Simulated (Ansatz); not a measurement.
A made-up structure of CH2BO, doublet:

```
5
angstrom
C -0.3468 0.3331 -0.3783
B 1.1850 -1.1381 1.2926
O 0.5001 -0.4804 0.5455
H -0.8201 -0.1038 -1.2489
H -0.5182 1.3893 -0.2109
```

It is relaxed with PBE-D4/def2-SVP and then PBE0-D4/def2-TZVP (Ansatz 0.2.0). Atoms count as bonded within 1.22 times the sum of their covalent radii (H–H: 0.88 Å). The end point is not checked to be a true minimum.

(1) Does its bonding change? (A judgement: the text doesn't fix the answer.)

Results:

(1) By the calculation: No: no bond forms or breaks.

Where it ends: The first stage lowers the energy by 0.71 eV in 6 steps. It ends as CH₂BO ([B][O][CH2]):
C1  (-0.337, 0.324, -0.368)
B2  (1.148, -1.102, 1.252)
O3  (0.421, -0.404, 0.459)
H4  (-0.773, -0.187, -1.212)
H5  (-0.458, 1.369, -0.131)
(Å)

Labels in which every atom is bracketed show which atoms are joined, not bond orders.

For scale, one of the runs: PBE0-D4/def2-TZVP relaxation, 105 basis functions, launched by `ansatz run in.yaml --threads 2 --pin off --events-out ev --progress --plain --max-ram 4352MiB`. The run took about 11 s on 2 CPU threads of an Arm Neoverse V2 (shared host).
